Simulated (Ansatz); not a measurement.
**One shape, several levels: AlH3Cl− (SMILES [H][Al-]([H])([H])[Cl])**

Aim: a comparison of 6 runs (B2PLYP/STO-3G, B3LYP/STO-3G, RPA@PBE/STO-3G, MP2/STO-3G, BCCD(T)/STO-3G, FCI/STO-3G) of AlH3Cl−. 

The calculation is run with Ansatz 0.2.0.

1 further run of the same task is left out (it didn't finish).

## 1. The system as given

AlH3Cl−: 5 atoms, total charge -1, spin state singlet. SMILES: `[H][Al-]([H])([H])[Cl]`. The H4–Al1 distance was set to 2.412 Å, away from the relaxed value. At this shape a bond of the SMILES string is far longer than usual.

Bond lengths: Al1–Cl2 2.096 Å, Al1–H3 1.609 Å, Al1–H5 1.609 Å. Angles: Cl2–Al1–H3 107.0°, Cl2–Al1–H5 107.4°, H3–Al1–H5 111.7°.

## 2. A single-point energy at B2PLYP/STO-3G (run 1)

The input, input.yaml:

```yaml
crystal:
  periodic: [false, false, false]
  atoms:
    - {symbol: Al, position_ang: [0.384012, -0.666551, 0.093900]}
    - {symbol: Cl, position_ang: [0.400312, -0.685331, 2.189920]}
    - {symbol: H, position_ang: [1.918562, -0.655291, -0.388880]}
    - {symbol: H, position_ang: [-0.775390, 1.334390, -0.590440]}
    - {symbol: H, position_ang: [-0.381648, -1.995101, -0.392050]}
basis:
  gaussian:
    orbitals: STO-3G
total_charge: -1
accuracy: high
correlation:
  frozen_orbitals: {Al: 5, Cl: 5, H: 0}
hamiltonian:
  xc: {name: B2PLYP}
```

On the command line:

```console
$ ansatz run input.yaml --threads 1 --pin off --max-ram 2610MiB --events-out events.jsonl --progress --plain --runs-dir runs
```

Output:

```text
Warning: RAYON_NUM_THREADS=1 ignored (pool sized by the plan → 1); use --threads N
Functional definition: B2PLYP
  name "B2PLYP"
  parameter a = 0.53
  parameter c = 0.27
  exchange = (1 - a)*b88_x + a*exact_x
  correlation = (1 - c)*lyp_c + c*(mp2_os + mp2_ss)
362 factors; integrals over basis functions are off by at most 1.3e-8 eV
mean field evaluation 1: about -18937.0983 eV, gradient 2.2e1 eV
mean field evaluation 2: about -18937.0882 eV, gradient 2.2e1 eV
mean field evaluation 4: about -18939.9723 eV, gradient 1.2e0 eV
mean field evaluation 8: about -18939.9771 eV, gradient 8.5e-4 eV
mean field evaluation 16: about -18939.9771 eV, gradient 5.9e-9 eV
mean field -18939.97708993 eV, -696.0313200774 hartree, gradient 5.9e-9 eV, S^2 0.000000; 0 other end points of the search recorded, 0 dependent functions left out
10 core orbitals not correlated: weight in the atoms' cores, before any rotation towards them, 1.000 or more for the frozen orbitals, at most 0.000 for the correlated occupied ones
reference -18939.97710881 eV, -696.0313207712 hartree; 7, 7 occupied and 4, 4 virtual orbitals, 362 factors
second order -1.93095691 eV of doubles, -0.00000000 eV of singles
Total energy: -18940.49846718 eV, -696.0504803378 hartree
```

It took 0.89 s on 1 thread of Intel Xeon 6975P-C (Granite Rapids), shared host; peak memory 0.11 GiB.

## 3. A single-point energy at B3LYP/STO-3G (run 2)

The input, run.yaml:

```yaml
crystal:
  periodic: [false, false, false]
  atoms:
    - {symbol: Al, position_ang: [0.384012, -0.666551, 0.093900]}
    - {symbol: Cl, position_ang: [0.400312, -0.685331, 2.189920]}
    - {symbol: H, position_ang: [1.918562, -0.655291, -0.388880]}
    - {symbol: H, position_ang: [-0.775390, 1.334390, -0.590440]}
    - {symbol: H, position_ang: [-0.381648, -1.995101, -0.392050]}
basis:
  gaussian: {orbitals: STO-3G}
total_charge: -1
hamiltonian: {xc: {name: B3LYP}}
accuracy: high
```

On the command line:

```console
$ ansatz run run.yaml --threads 1 --pin off --max-ram 2610MiB --events-out events.jsonl --progress --plain --runs-dir runs
```

Output:

```text
Warning: RAYON_NUM_THREADS=1 ignored (pool sized by the plan → 1); use --threads N
Functional definition: B3LYP
  name "B3LYP"
  parameter a0 = 0.2
  parameter ax = 0.72
  parameter ac = 0.81
  exchange = (1 - a0 - ax)*slater_x + ax*b88_x + a0*exact_x
  correlation = (1 - ac)*vwn_rpa_c + ac*lyp_c
362 factors; integrals over basis functions are off by at most 1.3e-8 eV
mean field evaluation 1: about -18945.5020 eV, gradient 2.7e1 eV
mean field evaluation 2: about -18939.0556 eV, gradient 4.0e1 eV
mean field evaluation 4: about -18949.5781 eV, gradient 7.9e-1 eV
mean field evaluation 8: about -18949.5345 eV, gradient 4.9e-3 eV
mean field evaluation 16: about -18949.5345 eV, gradient 4.3e-8 eV
mean field -18949.53447212 eV, -696.3825473948 hartree, gradient 4.3e-8 eV, S^2 0.000000; 0 other end points of the search recorded, 0 dependent functions left out
reference -18949.53450134 eV, -696.3825484686 hartree; 17, 17 occupied and 4, 4 virtual orbitals, 362 factors
Total energy: -18949.53450134 eV, -696.3825484686 hartree
```

It took 0.66 s on 1 thread of Intel Xeon 6975P-C (Granite Rapids), shared host; peak memory 0.11 GiB.

Runs 3 to 5 aren't shown in full; the table further down has their settings and results.

## 4. A single-point energy at FCI/STO-3G (run 6)

run.yaml, as its differences from that of step 3:

```diff
@@ -1 +1,3 @@
+basis:
+  gaussian: {orbitals: STO-3G}
 crystal:
@@ -8,6 +10,4 @@
     - {symbol: H, position_ang: [-0.381648, -1.995101, -0.392050]}
-basis:
-  gaussian: {orbitals: STO-3G}
 total_charge: -1
-hamiltonian: {xc: {name: B3LYP}}
+correlation: {method: fci, frozen_orbitals: {Al: 5, Cl: 5, H: 0}}
 accuracy: high
```

On the command line:

```console
$ ansatz run run.yaml --threads 1 --pin off --max-ram 2610MiB --events-out events.jsonl --progress --plain --runs-dir runs
```

Output:

```text
Warning: RAYON_NUM_THREADS=1 ignored (pool sized by the plan → 1); use --threads N
Functional definition: HF
  name "HF"
  exchange = exact_x
  correlation = 0
362 factors; integrals over basis functions are off by at most 1.3e-8 eV
mean field evaluation 1: about -18914.3974 eV, gradient 1.8e1 eV
mean field evaluation 2: about -18914.4064 eV, gradient 1.8e1 eV
mean field evaluation 4: about -18916.4564 eV, gradient 8.5e-1 eV
mean field evaluation 8: about -18916.4555 eV, gradient 3.4e-5 eV
mean field -18916.45549212 eV, -695.1669173014 hartree, gradient 7.0e-9 eV, S^2 0.000000; 0 other end points of the search recorded, 0 dependent functions left out; unrestricted orbitals would lower it
mean field evaluation 16: about -18916.5368 eV, gradient 5.9e-2 eV
10 core orbitals not correlated: weight in the atoms' cores, before any rotation towards them, 0.999 or more for the frozen orbitals, at most 0.000 for the correlated occupied ones
reference -18916.45549212 eV, -695.1669173014 hartree; 7, 7 occupied and 4, 4 virtual orbitals, 362 factors
state -18918.50061553 eV, -695.2420742003 hartree
Total energy: -18918.50061553 eV, -695.2420742003 hartree
```

It took 0.54 s on 1 thread of Intel Xeon 6975P-C (Granite Rapids), shared host.

## 5. The series

```csv
run,level,frozen core orbitals,energy (Eh),wall time
1,B2PLYP/STO-3G,10,-696.050480,0.89 s
2,B3LYP/STO-3G,–,-696.382548,0.66 s
3,RPA@PBE/STO-3G,10,-695.279621,0.84 s
4,MP2/STO-3G,10,-695.216531,0.12 s
5,BCCD(T)/STO-3G,10,-695.241893,0.18 s
6,FCI/STO-3G,10,-695.242074,0.54 s
```

## 6. What came out

| quantity | value |
| --- | --- |
| run 6: total energy | -695.24207 Eh |
| run 6: correlation energy (10 core orbitals frozen) | -75.2 mEh |

**Reading.** Against full CI in this basis: MP2 +25.5 mEh; BCCD(T) +0.2 mEh. Totals of different functionals can't be ranked against each other. In runs 4, 5 the log says that unrestricted orbitals would lower the reference, so the values rest on an unstable closed-shell determinant (other closed-shell runs at this shape may share the fault). In runs 1, 2, 3, 4, 5, 6 the basis is minimal, so the values are rough. All runs together took 3.2 s, the longest 0.89 s.
